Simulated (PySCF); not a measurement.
Compound: C4H12P (charge +1).
Bonds: C1–P2, P2–C3, P2–C4, P2–C5. Hydrogens: H6, H7, H8 on C1; H9, H10, H11 on C3; H12, H13, H14 on C4; H15, H16, H17 on C5.

The same species was optimised twice, with GFN2-xTB and with PBE0-D3(BJ)/def2-SVP (PySCF), and the same property calculations (PySCF, gas phase) were run on both structures.

| coordinate | GFN2-xTB | PBE0-D3(BJ)/def2-SVP | change |
| --- | --- | --- | --- |
| C1–H7 (Å) | 1.089 | 1.100 | +0.011 |
| C5–H16 (Å) | 1.089 | 1.100 | +0.011 |
| C5–H17 (Å) | 1.089 | 1.100 | +0.011 |
| C3–H10 (Å) | 1.089 | 1.100 | +0.011 |
| C5–H15 (Å) | 1.089 | 1.100 | +0.011 |
| C4–H14 (Å) | 1.089 | 1.100 | +0.011 |
| C4–H13 (Å) | 1.089 | 1.100 | +0.011 |
| C3–H11 (Å) | 1.089 | 1.100 | +0.011 |
| C3–H9 (Å) | 1.089 | 1.100 | +0.011 |
| C1–H8 (Å) | 1.089 | 1.100 | +0.011 |
| C1–H6 (Å) | 1.089 | 1.100 | +0.011 |
| C4–H12 (Å) | 1.089 | 1.100 | +0.011 |
| C1–P2 (Å) | 1.808 | 1.798 | -0.010 |
| P2–C3 (Å) | 1.808 | 1.798 | -0.010 |
| P2–C4 (Å) | 1.808 | 1.798 | -0.010 |
| P2–C5 (Å) | 1.808 | 1.798 | -0.010 |
| P2–C3–H11 (°) | 109.8 | 109.9 | +0.1 |
| H9–C3–H10 (°) | 109.1 | 109.0 | -0.1 |
| H6–C1–H7 (°) | 109.1 | 109.0 | -0.1 |
| P2–C1–H8 (°) | 109.8 | 109.9 | +0.1 |
| C1–P2–C5 (°) | 109.4 | 109.5 | +0.1 |
| P2–C1–H6 (°) | 109.8 | 109.9 | +0.1 |
| H7–C1–H8 (°) | 109.2 | 109.1 | -0.1 |
| P2–C5–H15 (°) | 109.7 | 109.8 | +0.1 |

Rotational constants: A = 3345, B = 3341, C = 3339 MHz (GFN2-xTB) against A = 3369, B = 3368, C = 3365 MHz (PBE0-D3(BJ)/def2-SVP). Point groups within 0.08 Å: Td and Td. Atoms that the bonding makes alike are paired by their places after alignment.

On the GFN2-xTB structure: HOMO (eV) -15.06 [PBE0/pcSseg-1]; LUMO (eV) -3.44 [PBE0/pcSseg-1]; GIAO shielding of C1/C3/C4/C5 (mean) (ppm) 174.3 [PBE0/pcSseg-1]; GIAO shielding of P2 (ppm) 308.4 [PBE0/pcSseg-1].

What do these properties become on the PBE0-D3(BJ)/def2-SVP structure?

```
                                    property          level  on GFN2-xTB  on PBE0-D3(BJ)/def2-SVP  change
                                   HOMO (eV)  PBE0/pcSseg-1       -15.06                   -15.05   +0.01
                                   LUMO (eV)  PBE0/pcSseg-1        -3.44                    -3.49   -0.05
energy, GFN2-xTB geometry as zero (kcal/mol)  PBE0/pcSseg-1          0.0                     -0.1    -0.1
  GIAO shielding of C1/C3/C4/C5 (mean) (ppm)  PBE0/pcSseg-1        174.3                    173.2    -1.1
                  GIAO shielding of P2 (ppm)  PBE0/pcSseg-1        308.4                    310.8    +2.4
```

The heavy atoms differ by 0.009 Å rms after alignment. Among all bonds 16 bonds (C1–P2, C1–H6, C1–H7, C1–H8, P2–C3, P2–C4 and others) change most and about equally (-0.010 to +0.011 Å). Changes are differences of the printed values. Neither structure is proved a minimum here. Geometry: PBE0-D3(BJ)/def2-SVP; no solvent, vibrations or thermal averaging.
